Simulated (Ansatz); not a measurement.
System: C3H3 (charge 0, doublet). It need not be the lowest isomer of its formula. 
Geometry from a B3LYP-D3(BJ)/def2-TZVP (Ansatz, a quantum-chemistry and plane-wave program) optimisation:
SMILES: [CH]=C=C
```xyz
6

C     -0.0003    -0.0188     0.1135
C     -0.0037    -0.2179     1.3177
C      0.0034     0.2038    -1.2323
H     -0.0066    -0.3912     2.3654
H      0.9329     0.3302    -1.7707
H     -0.9230     0.2584    -1.7878
```
Charge 0, spin multiplicity 2.

Basis-set convergence of Hartree-Fock and CCSD(T) correlation energies (hartree) with Ansatz. Correlated levels leave the core frozen unless marked. Open shells are spin-unrestricted. Spin-orbit coupling is left out. No relativistic terms.

The UHF reference is spin-contaminated (<S^2> 0.21 over the pure value in the largest basis). 

| basis | functions | E(HF) | E(corr, CCSD(T)) |
|---|---|---|---|
| cc-pVDZ | - | -115.26079 | -0.40250 |
| cc-pVTZ | 132 | ? | ? |

Task: Complete the blanks.

Result: 
- cc-pVTZ, E(HF): -115.29335
- cc-pVTZ, E(corr, CCSD(T)): -0.48472
